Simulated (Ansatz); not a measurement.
# Si₂H₃+ (triplet): one geometry, many settings

An exercise on one series of results from a longer session: the logs are not shown, and one member is left open.

Program: Ansatz 0.2.0, Gaussian basis. Level of theory: the settings change from run to run. These are calculated values, not measurements.

20 further runs of the same task are left out: 9 that didn't finish, 11 set aside as unsound or not needed.

### The system

The geometry is a PBE0/def2-TZVP stationary point (not a proven minimum) of the parent state, kept for this charge and spin.

5 atoms, charge 1, spin multiplicity 3.

Atoms are counted from 1 here; the program's logs count them from 0.

Bond lengths: Si1–Si2 2.368 Å, Si1–H3 1.491 Å, Si1–H4 1.501 Å, Si1–H5 1.491 Å. Angles: Si2–Si1–H3 116.7°, Si2–Si1–H4 99.3°, Si2–Si1–H5 116.7°, H3–Si1–H4 107.5°, H3–Si1–H5 108.0°, H4–Si1–H5 107.5°.

Geometry (Å):

```csv
atom,x (Å),y (Å),z (Å)
Si1,0.00507,0.00000,1.09652
Si2,0.00709,0.00000,-1.27147
H3,0.56868,1.20619,1.76818
H4,-1.47622,-0.00001,1.33844
H5,0.56869,-1.20619,1.76818
```

Set-up of the first run:

The input, in.yaml:

```yaml
crystal:
  periodic: [false, false, false]
  atoms:
    - {symbol: Si, position_ang: [0.005068, 0.000000, 1.096519]}
    - {symbol: Si, position_ang: [0.007092, 0.000000, -1.271468]}
    - {symbol: H, position_ang: [0.568683, 1.206193, 1.768182]}
    - {symbol: H, position_ang: [-1.476221, -0.000005, 1.338443]}
    - {symbol: H, position_ang: [0.568691, -1.206189, 1.768182]}
basis:
  gaussian: {orbitals: cc-pVDZ}
total_charge: 1
magnetization: {spin_polarized: false, initial_magnetization: 2}
correlation: {active_space: {window: {electrons: 2, orbitals: 4}, states: [{multiplicity: 3, weights: [1, 1]}]}}
output: {forces: true}
```

Launch:

```
$ ansatz run in.yaml --threads 1 --pin off --events-out ev --progress --plain --max-ram 2393MiB
```

Steps of the session up to this table: CASSCF(2,4)/cc-pVDZ; MP2 on ROHF/cc-pVDZ; CCSD(T) on UHF/cc-pVDZ; BCCD(T)/cc-pVDZ.

One of the session's tables, all rows but one given; the rest of the session is left out.

```
                                       level         correlated  from UCCSDT(Q) (meV)
CASSCF(2,4)/cc-pVDZ (mean of several states)                                         
                         MP2 on ROHF/cc-pVDZ            valence                1306.7
                      CCSD(T) on UHF/cc-pVDZ  outside noble gas                     ?
                         MP2 on ROHF/cc-pVDZ  outside noble gas                1306.7
         BCCD(T)/cc-pVDZ (on B3LYP orbitals)  outside noble gas                 133.6
```

Q: Estimate the row for CCSD(T) on UHF/cc-pVDZ, outside noble gas from the others.

The run gave: from UCCSDT(Q) (meV): 41.8. In the column «from UCCSDT(Q) (meV)» it is the lowest.
